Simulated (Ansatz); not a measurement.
Geometry optimisation, Ansatz, UKS PBE/6-31G*.

input.yaml

```yaml
crystal:
  periodic: [false, false, false]
  atoms:
    - { symbol: C, position_ang: [-0.5585, 0.3494, -0.1836] }
    - { symbol: C, position_ang: [-0.2414, -1.1068, -0.3169] }
    - { symbol: S, position_ang: [0.7752, -0.9414, 1.1558] }
    - { symbol: C, position_ang: [0.8167, 0.7539, 0.4739] }
    - { symbol: H, position_ang: [-0.786, 0.8931, -1.1671] }
    - { symbol: H, position_ang: [-1.4802, 0.5986, 0.4433] }
    - { symbol: H, position_ang: [0.3528, -1.3533, -1.2168] }
    - { symbol: H, position_ang: [-1.0454, -1.7733, -0.2335] }
    - { symbol: H, position_ang: [0.6947, 1.5706, 1.2517] }
    - { symbol: H, position_ang: [1.5554, 0.9581, -0.2039] }
magnetization:
  spin_polarized: true
basis:
  gaussian: { orbitals: "6-31G*" }
hamiltonian:
  xc: pbe
relax:
  f_tol: 0.02
  max_steps: 50
```

Command:

```bash
$ ansatz run input.yaml --threads 2 --pin off --max-ram 3072MiB --backend cpu --events-out ev --progress --plain --runs-dir out
```

Question: Where does it end, and by what steps?

Answer: The forces met the threshold. After 5 steps the energy has fallen by 0.528 eV; S3 moved furthest, 0.21 Å.

```
step  energy less start (eV)  largest force component (eV/Å)  accepted
   0                  0.0000                           4.235       yes
   1                 -0.4723                           1.066       yes
   2                 -0.5235                           0.287       yes
   3                 -0.5269                           0.034       yes
   4                 -0.5275                           0.049       yes
   5                 -0.5277                           0.004       yes
```

```xyz
10
Properties=species:S:1:pos:R:3
C -0.547 0.400 -0.254
C -0.265 -1.118 -0.312
S 0.966 -0.981 1.079
C 0.739 0.779 0.513
H -0.684 0.897 -1.231
H -1.437 0.601 0.365
H 0.228 -1.439 -1.245
H -1.113 -1.787 -0.099
H 0.629 1.505 1.333
H 1.567 1.091 -0.145
```

Whether the end is a true minimum wasn't checked by a vibrational analysis.

The run took 13 s on 2 threads of Intel(R) Xeon(R) Platinum 8488C (Sapphire Rapids), with other jobs on the host, peak memory 0.15 GiB.
